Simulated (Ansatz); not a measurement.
**Molecular dynamics, step by step**

CH$_{4}$NO (SMILES [NH-]CO) (charge -1), singlet, revPBE-D4/STO-3G (Ansatz 0.2.0). Settings (timestep in fs, temperature in K, friction in 1/fs; T counts 21 degrees of freedom, while the starting velocities carry no drift of the centre of mass, so T starts below the set value):

```yaml
hamiltonian: {xc: {name: revPBE}, dispersion: d4}
md: {n_steps: 60, timestep: 0.25, temperature: 300, ensemble: nvt_langevin, seed: 58, friction: 0.05, initial_velocities: maxwell_boltzmann}
```

Start (the SMILES describes the start alone):

```csv
atom,x (Å),y (Å),z (Å)
N1,-0.7151,-0.6386,-0.5423
C2,0.0284,0.3091,0.0952
O3,1.2268,-0.3147,0.5743
H4,-1.5869,-0.2110,-0.8861
H5,0.3992,1.2347,-0.5300
H6,-0.4349,0.8364,1.0353
H7,1.0826,-1.2160,0.2536
```

```tsv
step	time (fs)	potential energy less the start (meV)	kinetic energy (meV)	T (K)
0	0.00	0.0	232.7	257
4	1.00	-68.8	251.2	278
8	2.00	-213.6	394.7	436
12	3.00	-313.2	464.0	513
16	4.00	-319.4	471.4	521
20	5.00	-285.3	387.2	428
24	6.00	-298.8	414.3	458
28	7.00	-351.3	439.0	485
32	8.00	-399.6	512.9	567
36	9.00	-366.6	561.9	621
40	10.00	-271.9	402.8	445
44	11.00	-208.9	345.0	381
48	12.00	-193.4	285.3	315
52	13.00	-218.1	337.6	373
56	14.00	-199.2	345.4	382
60	15.00	-112.6	269.6	298
```

Step 44, positions (Å) and forces (eV/Å):

```
atom       x       y       z      Fx      Fy      Fz
  N1  -0.750  -0.680  -0.593   1.764   0.879   1.092
  C2  -0.047   0.398   0.143   1.539  -0.811  -1.701
  O3   1.300  -0.325   0.570  -1.031   3.132   0.640
  H4  -1.616  -0.107  -0.818  -1.649   0.224  -0.377
  H5   0.392   1.371  -0.449  -0.220  -0.589   0.373
  H6  -0.601   0.950   1.013   0.301  -0.238   0.508
  H7   0.865  -1.197   0.363  -0.706  -2.598  -0.534
```

Step 48, positions (Å) and forces (eV/Å):

```json
{"atom": "N1", "x": "-0.758", "y": "-0.680", "z": "-0.597", "Fx": "2.674", "Fy": "0.682", "Fz": "1.462"}
{"atom": "C2", "x": "-0.048", "y": "0.408", "z": "0.148", "Fx": "1.328", "Fy": "-1.022", "Fz": "-1.776"}
{"atom": "O3", "x": "1.303", "y": "-0.324", "z": "0.571", "Fx": "-1.845", "Fy": "1.975", "Fz": "0.286"}
{"atom": "H4", "x": "-1.615", "y": "-0.129", "z": "-0.827", "Fx": "-2.231", "Fy": "0.669", "Fz": "-0.480"}
{"atom": "H5", "x": "0.385", "y": "1.376", "z": "-0.441", "Fx": "-0.202", "Fy": "-0.565", "Fz": "0.357"}
{"atom": "H6", "x": "-0.608", "y": "0.957", "z": "1.024", "Fx": "0.373", "Fy": "-0.304", "Fz": "0.395"}
{"atom": "H7", "x": "0.825", "y": "-1.209", "z": "0.377", "Fx": "-0.098", "Fy": "-1.436", "Fz": "-0.243"}
```

Step 52, positions (Å) and forces (eV/Å):

```json
{"atom": "N1", "x": "-0.763", "y": "-0.680", "z": "-0.600", "Fx": "2.528", "Fy": "0.942", "Fz": "1.453"}
{"atom": "C2", "x": "-0.047", "y": "0.417", "z": "0.153", "Fx": "0.994", "Fy": "-1.203", "Fz": "-1.579"}
{"atom": "O3", "x": "1.306", "y": "-0.323", "z": "0.573", "Fx": "-2.756", "Fy": "0.627", "Fz": "-0.065"}
{"atom": "H4", "x": "-1.640", "y": "-0.141", "z": "-0.842", "Fx": "-1.750", "Fy": "0.503", "Fz": "-0.278"}
{"atom": "H5", "x": "0.375", "y": "1.371", "z": "-0.426", "Fx": "-0.118", "Fy": "-0.368", "Fz": "0.228"}
{"atom": "H6", "x": "-0.611", "y": "0.962", "z": "1.042", "Fx": "0.472", "Fy": "-0.396", "Fz": "0.210"}
{"atom": "H7", "x": "0.783", "y": "-1.233", "z": "0.388", "Fx": "0.630", "Fy": "-0.105", "Fz": "0.031"}
```

Last step (60):

N1  (-0.771, -0.681, -0.601)
C2  (-0.043, 0.429, 0.161)
O3  (1.310, -0.322, 0.578)
H4  (-1.732, -0.151, -0.865)
H5  (0.344, 1.353, -0.393)
H6  (-0.620, 0.956, 1.099)
H7  (0.727, -1.280, 0.391)
(Å)

Hardware: 2 CPU threads of an Arm Neoverse N1, shared host. Wall time about 36 s.
